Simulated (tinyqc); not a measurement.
A ladder of methods, and size consistency: correlation methods against full CI in the sto-3g basis, for BH3, spin multiplicity 1. Computed by the program tinyqc with PySCF. 

Geometry (angstrom):
```
atom,x,y,z
B,0.0000,0.0000,0.0090
H,1.3220,0.0000,0.0000
H,-0.6610,1.1450,0.0000
H,-0.6610,-1.1450,0.0000
```

RHF energy of one = -26.028809 hartree

All electrons correlated; +Q is the Davidson correction (1 - c0^2) E_corr. The last columns treat two copies 100 angstrom apart as one system. FCI is the lowest singlet.

Correlation energies (hartree):
```
method,E_corr of one,share of FCI (%),E_corr of two at 100 angstrom,two minus twice one (mhartree)
MP2,-0.04463,66.644,-0.08926,0.000
CISD,-0.06458,96.437,-0.12407,5.098
CISD+Q,-0.06734,100.561,-0.13349,1.197
CCSD,-0.06635,99.082,-0.13271,0.000
CCSD(T),-0.06673,99.641,-0.13345,0.000
FCI,-0.06697,100.000,-,-
```

MP2 recovers 67 %, CISD 96.4 % and CCSD 99.1 % of the FCI value (c0^2 = 0.957 in CISD). MP2 and coupled cluster are size consistent, so their last column vanishes; CISD loses 5.10 mhartree, since a double excitation on each copy is a quadruple of the pair, and the Davidson correction leaves +1.20.
